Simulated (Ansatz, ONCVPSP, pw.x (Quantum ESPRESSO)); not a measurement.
**What a changed setting does to a pw.x run (bcc Ce)**

Potential: optimised norm-conserving Vanderbilt (ONCV), ONCVPSP 4.0.1.1 (patched build), LDA (Perdew-Wang 92); core [Kr] 4d10, reference 4f1 5s2 5p6 5d1 6s2; waves: 5s+6s: rc 2.75 bohr, ncon 4, nbas 7, qcut 5.3 1/bohr, 2 projectors; 5p: rc 2.70 bohr, ncon 3, nbas 6, qcut 4.4 1/bohr, 2 projectors, debl 3.8 Ha; 5d: rc 2.75 bohr, ncon 4, nbas 7, qcut 3.2 1/bohr, 2 projectors, debl 0.7 Ha; 4f: rc 1.65 bohr, ncon 3, nbas 8, qcut 11.6 1/bohr, 2 projectors, debl 2.2 Ha; local part: polynomial inside 1.60 bohr (lpopt 5, dvloc0 2 Ha); core correction: Teter function, fcfact 3.25, rcfact 1.2.

The reference run (k-mesh 13³, cutoffs 130/520 Ry, Fermi–Dirac 0.01 Ry, mixing_beta 0.4, conv_thr 1e-9, no spin) gives -0.47 GPa at 24.022 Å³/atom, where all-electron LAPW gives -0.36 GPa. This run, with its own iteration cap, changes input_dft to pbee, a wrong or extreme entry chosen on purpose.

```
&control
  calculation='scf', prefix='x', pseudo_dir='./', outdir='./tmp', tstress=.true., disk_io='none'
/
&system
  ibrav=0, nat=1, ntyp=1, ecutwfc=130, ecutrho=520, nbnd=14,
  occupations='smearing', smearing='fd', degauss=0.01, input_dft='pbee'
/
&electrons
  conv_thr=1e-09, mixing_beta=0.4, electron_maxstep=70
/
ATOMIC_SPECIES
Ce 1.0 Ce.UPF
CELL_PARAMETERS angstrom
  -1.81767565 1.81767565 1.81767565
  1.81767565 -1.81767565 1.81767565
  1.81767565 1.81767565 -1.81767565
ATOMIC_POSITIONS crystal
Ce 0.0000 0.0000 0.0000
K_POINTS automatic
13 13 13 0 0 0
```

```bash
pw.x < Ce.scf.in > Ce.scf.out
```

Task: How does the run end?

Result: It converges in 9 iterations; the free energy moves by +193.42 eV/atom and the pressure by +121.63 GPa. The name is a misspelling that pw.x reads only in part, so most of exchange and correlation is missing and the result is not meaningful.

```
Exchange-correlation= PBEE
     Message from routine setup:
     using ibrav=0 with symmetry is DISCOURAGED, use correct ibrav instead
     lattice parameter (alat)  =       5.9494  a.u.
     unit-cell volume          =     162.1085 (a.u.)^3
     number of electrons       =        12.00
     number of Kohn-Sham states=           14
     kinetic-energy cutoff     =     130.0000  Ry
     charge density cutoff     =     520.0000  Ry
     scf convergence threshold =      1.0E-09
     Exchange-correlation= PBEE
     number of k points=    84  Fermi-Dirac smearing, width (Ry)=  0.0100
     iteration #  1     ecut=   130.00 Ry     beta= 0.40
     total energy              =     -67.78943925 Ry
     estimated scf accuracy    <       1.42859158 Ry
     iteration #  2     ecut=   130.00 Ry     beta= 0.40
     total energy              =     -67.88405149 Ry
     estimated scf accuracy    <       0.11107923 Ry
     iteration #  3     ecut=   130.00 Ry     beta= 0.40
     total energy              =     -67.91904177 Ry
     estimated scf accuracy    <       0.00553839 Ry
     iteration #  4     ecut=   130.00 Ry     beta= 0.40
     c_bands:  1 eigenvalues not converged
     c_bands:  1 eigenvalues not converged
     c_bands:  1 eigenvalues not converged
     total energy              =     -67.92279019 Ry
     estimated scf accuracy    <       0.00226269 Ry
     iteration #  5     ecut=   130.00 Ry     beta= 0.40
     total energy              =     -67.92347506 Ry
     estimated scf accuracy    <       0.00006926 Ry
     iteration #  6     ecut=   130.00 Ry     beta= 0.40
     total energy              =     -67.92349535 Ry
     estimated scf accuracy    <       0.00000128 Ry
     iteration #  7     ecut=   130.00 Ry     beta= 0.40
     total energy              =     -67.92349574 Ry
     estimated scf accuracy    <       0.00000006 Ry
     iteration #  8     ecut=   130.00 Ry     beta= 0.40
     total energy              =     -67.92349569 Ry
     estimated scf accuracy    <       0.00000010 Ry
     iteration #  9     ecut=   130.00 Ry     beta= 0.40
     the Fermi energy is    30.0823 ev
!    total energy              =     -67.92349572 Ry
     estimated scf accuracy    <          3.1E-10 Ry
     smearing contrib. (-TS)   =      -0.00483056 Ry
     The total energy is F=E-TS. E is the sum of the following terms:
     one-electron contribution =       2.91876812 Ry
     hartree contribution      =       5.50627783 Ry
     xc contribution           =      -0.06081802 Ry
     ewald contribution        =     -76.28289309 Ry
     convergence has been achieved in   9 iterations
          total   stress  (Ry/bohr**3)                   (kbar)     P=     1211.63
     Message from routine punch:
     Nothing written, as per user request (disk_io='none')
```

The run took about 37 s on one core of a shared host (AMD EPYC 9R45 96-Core Processor, 96 threads, 376 GiB, load 39).
